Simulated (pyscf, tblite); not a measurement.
`[CH2]1[CH2][CH2]1` + `[C]#[CH]` [doublet] → `[CH]#[C][CH2][CH2][CH2]` [doublet]: energy along the mass-weighted descent from the GFN2-xTB with spin polarisation saddle (tblite), relative to the relaxed reactant side, a complex of the molecules.

```csv
s (amu^1/2 bohr),E (kcal/mol)
-3.08,0.9
-2.72,1.2
-2.33,1.6
-1.83,2.3
-1.07,3.3
0.000,5.2
2.88,-36.5
4.53,-46.6
5.22,-47.9
5.68,-48.4
5.99,-48.6
```

Question: The GFN2-xTB with spin polarisation barrier from the reactant side is 21.6 kJ/mol. What does ωB97X-D3(BJ) (PySCF) give from its own reactant-side minimum, in def2-SVP and in def2-TZVP?

Answer: 22.3 kJ/mol in the double-zeta basis after reoptimising the saddle, and 18.1 kJ/mol in the triple-zeta single point, so the tight-binding barrier lies 3.6 kJ/mol over the latter. The imaginary mode goes from 728i to 735i cm⁻¹.
